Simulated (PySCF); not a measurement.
# CH3BO (CH3BO): the cost of one run

Computed with PySCF 2.14.0, with density-fitted response routines of our own, on a single molecule in the gas phase. Atoms are numbered from 0 throughout.

### 1 The molecule as given

6 atoms, charge 0, multiplicity 1; geometry from: GFN2-xTB. The atoms were then displaced at random by about 0.01 Å, so the start is not that level's minimum.

Bonds of the start (Å): C0–B1 1.52, B1–O2 1.18, C0–H3 1.08, C0–H4 1.07, C0–H5 1.12.

### 2 Geometry optimisation at PBE0-D3(BJ)/def2-TZVP

Job settings and geometry (Å):

```
{"job": {"xc": "PBE0", "basis": "def2-TZVP", "d3": "d3bj", "grid": 2, "shake": 0.01, "kind": "geom"}, "charge": 0, "multiplicity": 1}
C     -0.496130    -0.052050     0.028540
B      1.019910     0.050470    -0.060660
O      2.191950     0.113820    -0.131540
H     -0.894950    -0.516480    -0.856410
H     -0.834140    -0.594940     0.889410
H     -0.962480     0.969170     0.086000
```

On the command line:

```console
> OMP_NUM_THREADS=1 python probes_run.py task.json out
```

One launch serves the whole session: the jobs run in the order shown.

Q: Estimate the wall time and peak memory of this first job on 1 thread of Arm Neoverse N1, shared host.

About 30 s, with a peak of 0.44 GiB.
